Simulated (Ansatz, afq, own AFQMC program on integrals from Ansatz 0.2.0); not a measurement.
Integrals from Ansatz 0.2.0, then the random walk in our own AFQMC program (afq).

```yaml
crystal:
  periodic: [false, false, false]
  atoms:
    - {symbol: Al, position_ang: [0.000000, 0.000000, 0.105100]}
    - {symbol: C, position_ang: [0.000000, 0.000000, -1.811100]}
    - {symbol: H, position_ang: [0.000000, 0.000000, 1.706000]}
basis:
  gaussian: {orbitals: cc-pVDZ}
magnetization: {spin_polarized: true, initial_magnetization: 2}
correlation: {method: ccsd_t, electrons: outside_noble_gas, hamiltonian_folder: ham}
```

```sh
$ ansatz run in.yaml --threads 1 --pin off --events-out ev --progress --plain --max-ram 1382MiB
```

Options of the walk:

```
--method phaseless --trial cisd --walkers 10 --populations 1 --least-time 40 --time-step 0.005 --steps-per-block 10 --equilibration-blocks 60 --max-blocks 800 --target-error 0.00068 --factor-cut 0.0001 --start spin_pure --seed 3117 --release-times 0.3,0.6,0.9,1.2 --release-step 0.1 --release-every 20 --taylor-order 6
```

Times are imaginary, in 1/Eh. The walk had a cap of 252 s.

afq prints:

```
orbitals 31  electrons 5 3  factors 187 of 357
reference energy -280.17256628 Eh
CCSD correlation -0.17499738 Eh in 13 cycles, weight of the determinant in the CISD state 0.8694
energy of the start -280.347376 Eh
 block  time / (1/Eh)  mean weight  energy / Eh
     1     0.050  1.0004  -280.346819
     2     0.100  0.9994  -280.346270
     3     0.150  1.0050  -280.346122
     4     0.200  1.0025  -280.345824
     5     0.250  0.9954  -280.345719
    10     0.500  0.9981  -280.347256
   106     5.300  1.0017  -280.375128
   211    10.550  0.9984  -280.351112
   316    15.800  0.9999  -280.355489
   379    18.950  0.9969  -280.400524
   421    21.050  0.9967  -280.360410
   526    26.300  1.0015  -280.353832
   547    27.350  0.9963  -280.337918
   631    31.550  0.9999  -280.348711
   736    36.800  1.0006  -280.349974
   841    42.050  0.9980  -280.360818
blocks merged  error / Eh  count
     1  0.000477  800
     2  0.000633  400
     4  0.000869  200
     8  0.001122  100
    16  0.001320  50
    32  0.001469  25
    64  0.001930  12
released: time / (1/Eh)  energy / Eh  error  mean overlap
  0.30  -280.358051  0.002116  0.9848
  0.60  -280.357501  0.001628  0.9957
  0.90  -280.358997  0.001655  0.9686
  1.20  -280.355922  0.001490  1.0140
energy -280.356158 +/- 0.001469 Eh
(rows thinned)
```

The run passed its tests (sampling time, drift between the halves within three errors, error under three times the target), which doesn't prove that it has relaxed. The second half of the sampling lies above the first by 1.9 errors of their difference, so the energy may still be moving and its error bar be too small.

Against this walk (error 40.0 meV) on the same determinant: CCSD(T) 12.2 meV higher (within the noise), CCSDT(Q) 66.9 meV lower (within the noise), a separate phaseless walk with a CISD trial and standard settings 4.7 ± 42.1 meV higher (within the noise). The error is statistical and leaves out the bias of the constraint. Released to 1.20 1/Eh the energy moves by 6 ± 57 meV (both errors), within twice the noise.

Cautions: constraint bias not in the error; error above the target (40.0 against 18.5 meV); so few walkers bias the energy.

The walk took 33 s on 1 thread of Arm Neoverse V2, with other jobs on the host. The log's last line is the phaseless energy.

CCSDT and higher add their correlation energy to the determinant of the CCSD(T) run, since their own runs factorise the integrals more tightly (a shift of under 2 meV). A walk keeps the symmetry of its determinant, which the program's search chose and which needn't be the lowest solution, so a lower state of the same spin and another symmetry isn't excluded.
